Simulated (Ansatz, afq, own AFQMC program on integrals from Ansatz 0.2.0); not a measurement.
# Where AFQMC and coupled cluster stand for WHCl₂, quartet

```yaml
atoms:
  - { symbol: W, position_ang: [0.0000, -0.2524, -0.0228] }
  - { symbol: Cl, position_ang: [0.0000, 0.6431, -1.8890] }
  - { symbol: Cl, position_ang: [0.0000, 0.7219, 2.0077] }
  - { symbol: H, position_ang: [0.0000, -1.9684, -0.0228] }
```

Connectivity, by distances: Cl–WH–Cl.

Basis def2-SVP with its core potentials. Only valence electrons are correlated. AFQMC by an in-house program on the Cholesky factors that Ansatz 0.2.0 writes for its CCSD(T) run. ph-AFQMC/CISD is guided by a CISD state made of CCSD amplitudes; releasing the constraint for a short imaginary time cuts its bias at the price of noise, slowly where states lie close. Uncertainties: one standard error, sampling alone. No spin–orbit coupling. The metal's outer-core s and p shells are frozen, which shifts wave-function levels against functionals.

Determinant: UHF, the one that the program's search chose, which needn't be the lowest solution. The geometry is a point of a scan.

No full CI on the walks' own integrals is used here; CCSDT(Q) serves as the reference and is uncertain by about the last step of the cluster series.

Cautions: no spin-orbit coupling; outer-core shells of the metal frozen; lower spins were not checked; higher spins were not checked; the released energies are still falling, so no released level is given (meV from the phaseless value at times in 1/Eh: -10 ± 6 at 0.24, -11 ± 6 at 0.48, -17 ± 7 at 0.80, -25 ± 8 at 1.20), though the last usable value meets CCSDT(Q) within the noise.

```
T1 diagnostic                               : 0.0220
weight of the determinant in the CISD state : 0.827
⟨S²⟩ of the determinant                     : 3.785
size of the correlated space                : 21 electrons in 59 orbitals
```

```
  level  correlation energy (eV)
    MP2                 -10.5471
   CCSD                 -11.4294
CCSD(T)                 -11.7663
```

Task: Estimate where phaseless AFQMC with a CISD trial lies against CCSD(T) on the same integrals.

Result: 1.00 ± 0.12 kcal/mol below CCSD(T).

Reference: CCSDT(Q), correlation energy -11.820 eV.

| level | E − E(reference) (kcal/mol) | share of correlation (%) |
| --- | --- | --- |
| CCSD(T) | 1.25 | 99.54 |
| CCSDT | 0.55 | 99.80 |
| ph-AFQMC/CISD | 0.25 ± 0.12 | 99.91 |

A walk keeps the symmetry of its determinant, which the program's search chose and which needn't be the lowest solution, so a lower state of the same spin and another symmetry isn't excluded.
